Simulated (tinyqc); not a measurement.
Inside a calculation. Method: Pariser-Parr-Pople SCF with singles CI, for the molecule c1ccoc1 (SMILES; centres numbered as the heavy atoms are written). One step of it, computed by the program tinyqc.

Question. Iteration 2: orbitals and new P. Diagonalise F (the basis is taken as orthonormal) and form P = 2 sum c c over the lowest orbitals; 0.3 of the old P is kept.

F (eV), lower triangle:
```
           1C         2C         3C          4O         5C
1C  -5.612562
2C  -3.645008  -5.612256
3C   0.026625  -4.642956  -5.816897
4O   0.410334   0.410262  -3.182641  -12.089478
5C  -4.642420   0.026508   0.797201   -3.182924  -5.817068
```

pi electrons, sum of z_r less the charge = 6

P after iteration 1, lower triangle:
```
           1C         2C         3C        4O        5C
1C   0.976576
2C   0.469617   0.976430
3C  -0.013160   0.842823   1.099131
4O  -0.179382  -0.179373   0.298851  1.848917
5C   0.842843  -0.013106  -0.394075  0.298896  1.098946
```

Give: orbital energies; P after iteration 2.

Answer.

orbital energies (eV): -14.8421  -10.9665  -9.5062  -0.5580  0.9246

P after iteration 2, lower triangle:
```
         1C       2C       3C      4O      5C
1C   1.0402
2C   0.5000   1.0401
3C  -0.0544   0.8291   1.0649
4O  -0.2094  -0.2094   0.3682  1.7898
5C   0.8291  -0.0544  -0.3949  0.3682  1.0649
```
